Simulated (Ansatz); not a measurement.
System: α-N2. Method: PBE-D3(BJ) in Ansatz (plane waves, PAW).

Numerical settings: plane-wave cutoff 520 eV, 6×6×6 k mesh, Fermi–Dirac smearing 0.01 eV, scalar-relativistic PAW data made under PBE.

Computed at the level's own relaxed cell.

### Question
Predict the bulk modulus, smallest direct gap on the k points sampled and equilibrium volume per atom.

### Answer

* **bulk modulus**: 2.78 GPa
* **smallest direct gap on the k points sampled**: 7.42 eV
* **equilibrium volume per atom**: 22.66 Å³/atom

Measured, for comparison: equilibrium volume per atom 22.47 Å³/atom (4 K, zero-point motion not removed; as tabulated in Wyckoff, Crystal Structures 1 (1963), as in the American Mineralogist Crystal …). Computed (rounded) less measured: equilibrium volume per atom +0.8 %.

Note: the bulk modulus comes from volumes at which shape and atoms were relaxed.

Computed values are for the static lattice.

Ansatz is an electronic-structure program.
